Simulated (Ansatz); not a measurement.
Geometry optimisation, RKS B3LYP-D4/def2-SVP in Ansatz 0.2.0.

Input:

```yaml
crystal:
  periodic: [false, false, false]
  atoms:
    - { symbol: Si, position_ang: [0.0, 0.0, 0.0] }
    - { symbol: O, position_ang: [1.0382, 0.0, 1.5673] }
    - { symbol: H, position_ang: [0.1287, -0.2814, 1.9044] }
    - { symbol: H, position_ang: [1.629, 0.0, 0.3193] }
    - { symbol: H, position_ang: [-0.6877, 1.1914, -0.4862] }
    - { symbol: H, position_ang: [-0.6877, -1.1914, -0.4862] }
basis:
  gaussian: { orbitals: def2-SVP }
hamiltonian:
  xc: b3lyp
  dispersion: d4
relax:
  f_tol: 0.15
  max_steps: 25
  restrain:
    - { distance: [1, 3], at: 1.01, k: 30.0 }
    - { distance: [0, 1], at: 2.88, k: 30.0 }
    - { distance: [0, 3], at: 2.66, k: 30.0 }
```

Launched with:

```bash
$ ansatz run input.yaml --threads 1 --pin off --max-ram 2048MiB --backend cpu --events-out ev --progress --plain --runs-dir out
```

Question: Where does it end, and by what steps?

Answer: The forces met the threshold. The restraints hold the end off the free minimum. After 13 steps the energy has fallen by 2.060 eV (the restraints' own energy left out); Si1 moved furthest, 0.93 Å. Parted: Si1–O2 (1.88 → 2.86 Å). Joined: O2–H4 (1.38 → 0.99 Å).

```
step  energy less start (eV)  largest force component (eV/Å)  accepted
   0                  0.0000                           5.352       yes
   1                  1.2155                           6.654       yes
   2                  2.2431                           6.215       yes
   3                  1.6904                           4.951       yes
   4                  0.1339                           4.207       yes
   5                 -1.0171                           1.837       yes
   6                 -1.6738                           1.567       yes
   7                 -1.9488                           1.215       yes
   8                 -2.0520                           1.128       yes
   9                 -2.0389                           0.995        no
  10                 -2.0580                           0.970       yes
  11                 -2.0602                           1.072       yes
  12                 -2.0377                           1.382        no
  13                 -2.0599                           1.069       yes
```

```xyz
6
Properties=species:S:1:pos:R:3
Si -0.121 0.080 -0.916
O 1.152 0.196 1.639
H 0.757 -0.606 2.017
H 1.768 -0.151 0.953
H -1.127 1.188 -0.614
H -1.009 -0.987 -0.261
```

The run took 19 s on 1 thread of AMD EPYC 7R43 64-Core Processor (Zen 3), with other jobs on the host, peak memory 0.12 GiB.
